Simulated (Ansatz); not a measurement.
Basis-set extrapolation for `CC(N)(F)S` (PBE0-D4/def2-TZVP geometry, frozen core, Ansatz). Multiplicity 1, RHF reference.

```tsv
	def2-TZVPP	def2-QZVPP
HF	-630.759850	-630.781702
MP2 correlation	-0.987677	-1.065661
CCSD(T) correlation	-1.068669	not run
```

Energies in hartree. Use E(X) = E(∞) + A·exp(−7.88·√X) for Hartree–Fock and E(X) = E(∞) + B·X^(−2.97) for correlation, with X = 3 and 4, and add CCSD(T) minus MP2 of the smaller set to the MP2 limit.

Problem. What is the CCSD(T) energy at the basis-set limit?

Solution. HF limit: -630.781702 + (-0.021852) × 0.13774 = -630.78471. MP2 limit: -1.065661 + (-0.077984) × 0.74074 = -1.12343. Higher-order term: -1.068669 − (-0.987677) = -0.08099. Total: -631.98913 hartree, 4.37 eV below CCSD(T)/def2-TZVPP.
